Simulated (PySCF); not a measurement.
# CH+: bond curves at several levels of theory

One table from this session's results is given with a row withheld; the runs are named, their logs left out.

Program: PySCF 2.14.0. Level of theory: H 6-31G(d,p), C 6-31G(d,p), no relativity. These are calculated values, not measurements.

The first run:

A driver script around PySCF takes these settings:

| Item | Value |
| --- | --- |
| atoms | H, C |
| charge | 1 |
| basis | H 6-31G(d,p), C 6-31G(d,p) |
| Hamiltonian | no relativity |
| basis functions | 19 |
| electrons treated | 6 |
| masses in u | 1.0078, 12.0000 |
| levels | PBE0, PBE, r²SCAN, LDA, BP86, B2PLYP, CAM-B3LYP, HF, MP2, SCS-MP2, CCSD, CCSD(T) |
| grid | 80 radial by 434 angular points |
| occupations | held fixed by the projection of orbital angular momentum |
| dissociation limit | H + C+, each in its ground configuration |
| starting distance in angstrom | 1.130 |
| values of 2S to try | 0, 2 |

Command:

```sh
OMP_NUM_THREADS=1 python dia.py task.json out
```

Steps of the session up to this table: Input; First curve: PBE0; Higher solutions at PBE0; PBE; r²SCAN; LDA (local density); BP86 (GGA); B2PLYP (double hybrid); CAM-B3LYP (range-separated hybrid); RHF (mean field); MP2 and coupled cluster.

One of the session's tables, all rows but one given; the rest of the session is left out.

Energy (eV) from each level's lowest point:

| R (Å) | RHF | RHF-MP2 | RHF-SCS-MP2 | RHF-CCSD | RHF-CCSD(T) |
| --- | --- | --- | --- | --- | --- |
| 0.980 | 0.363 | 0.398 | 0.401 | n/a | n/a |
| 1.025 | 0.139 | 0.161 | 0.163 | 0.175 | 0.177 |
| 1.071 | ? | ? | ? | ? | ? |
| 1.105 | 0.000 | 0.000 | 0.000 | 0.002 | 0.003 |
| 1.139 | 0.014 | 0.004 | 0.003 | 0.000 | 0.000 |
| 1.173 | 0.060 | 0.040 | 0.038 | 0.029 | 0.029 |
| 1.219 | 0.163 | 0.128 | 0.125 | 0.108 | 0.106 |
| 1.276 | 0.343 | 0.288 | 0.283 | 0.253 | 0.249 |
| 1.344 | 0.609 | 0.529 | 0.521 | 0.472 | 0.467 |
| 1.435 | 1.018 | 0.901 | 0.888 | n/a | n/a |

Q: Estimate the row for R (Å) = 1.071 from the others.

Worked estimate for «RHF». A straight line through the neighbours (1.025, 0.139) and (1.105, 0.000) gives 0.139 + (0.000 − 0.139) × (1.071 − 1.025) / (1.105 − 1.025) = 0.059; a parabola fitted to 4 rows on both sides gives 0.021.

The run gave: RHF: 0.026; RHF-MP2: 0.036; RHF-SCS-MP2: 0.037; RHF-CCSD: 0.044; RHF-CCSD(T): 0.045. In «RHF» the line misses by +0.033 and the parabola by -0.005.

State 2 has its PBE0 minimum 0.69 eV higher. The other levels ran on the lowest alone.
